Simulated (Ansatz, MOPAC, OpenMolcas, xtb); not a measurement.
C4H8 (isobutene): the zero-point energy at each level's own minimum, rung by rung

C4H8, singlet, SMILES `C=C(C)C`. Each level relaxes the structure for itself.

Quantity: the zero-point energy at each level's own minimum, in kJ/mol. The values are calculated.

```json
{"level": "GFN2-xTB", "kind": "semi-empirical", "program": "xtb", "value (kJ/mol)": "278.6"}
{"level": "PM3", "kind": "semi-empirical", "program": "MOPAC", "value (kJ/mol)": "281.3"}
{"level": "PM7-HH", "kind": "semi-empirical", "program": "MOPAC", "value (kJ/mol)": "268.0"}
{"level": "RM1", "kind": "semi-empirical", "program": "MOPAC", "value (kJ/mol)": "275.9"}
{"level": "HF/STO-3G", "kind": "Hartree–Fock", "program": "Ansatz", "value (kJ/mol)": "337.5"}
{"level": "HF/3-21G", "kind": "Hartree–Fock", "program": "OpenMolcas", "value (kJ/mol)": "304.5"}
{"level": "HF/6-31G* (Cartesian functions)", "kind": "Hartree–Fock", "program": "OpenMolcas", "value (kJ/mol)": "303.7"}
{"level": "B3LYP/6-31G* (Cartesian functions)", "kind": "global hybrid", "program": "Ansatz", "value (kJ/mol)": "284.9"}
{"level": "MP2/6-31G* (Cartesian functions)", "kind": "perturbation theory", "program": "Ansatz", "value (kJ/mol)": "290.3"}
```

Harmonic and unscaled. The values span 268.0 to 337.5 kJ/mol. Without the sets that lack polarisation functions the rows with a basis span only 284.9 to 303.7 kJ/mol.
